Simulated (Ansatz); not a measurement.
Input for Ansatz (development build ahead of 0.2.0):

```yaml
crystal:
  periodic: [false, false, false]
  atoms:
    - { symbol: C, position_ang: [-0.80871, -0.27702, -0.07908] }
    - { symbol: C, position_ang: [0.17963, 0.71674, 0.44377] }
    - { symbol: C, position_ang: [0.65076, -0.45905, -0.35202] }
    - { symbol: H, position_ang: [-1.44932, 0.02193, -0.90022] }
    - { symbol: H, position_ang: [-1.2845, -0.94618, 0.62793] }
    - { symbol: H, position_ang: [0.38019, 0.7275, 1.50852] }
    - { symbol: H, position_ang: [0.21498, 1.69554, -0.01964] }
    - { symbol: H, position_ang: [1.00847, -0.28452, -1.35979] }
    - { symbol: H, position_ang: [1.17361, -1.25275, 0.16827] }
basis:
  gaussian: { orbitals: def2-SVP }
magnetization:
  spin_polarized: true
  initial_magnetization: 2
hamiltonian:
  xc: hf
output:
  forces: true
```

The input is written out in the form of the current development build from the run's settings.

Results

* Converged: yes
* Total energy: -116.64372 hartree
* Spin squared of the determinant: 2.025
* Stability test: minimum

Forces (eV/Å):
```
atom      Fx      Fy      Fz
  C1   1.902  -0.146   1.340
  C2  -4.413   2.707   4.482
  C3  -0.697  -6.572  -1.797
  H4   0.516   1.018  -1.198
  H5   0.618   0.007   0.356
  H6   0.631  -0.460  -0.139
  H7   0.748   1.099  -2.031
  H8   0.463   1.810  -1.550
  H9   0.232   0.537   0.536
```

Caution: another spin multiplicity may lie lower; the determinant breaks the point group.
